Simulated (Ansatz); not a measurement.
Ansatz results at the PBE0-D4/def2-TZVP geometry: HOMO energy (ωB97M-V/def2-TZVPP) -9.88 eV; HOMO energy (PBE0/def2-TZVPP) -7.60 eV; LUMO energy (ωB97M-V/def2-TZVPP) 2.34 eV.

Each molecule was computed in one conformer, which needn't be the lowest.

Question: Which molecule gave them?
A. `CC(=O)C(C)C`
B. `CC(=O)C1CC1`
C. `C=CCC1CO1`
D. `CCCC(=O)O`

Answer: C. The others give `CC(=O)C1CC1`: -9.62, -7.20, 1.94; `CCCC(=O)O`: -10.39, -7.95, 2.24; `CC(=O)C(C)C`: -9.42, -7.02, 1.99.
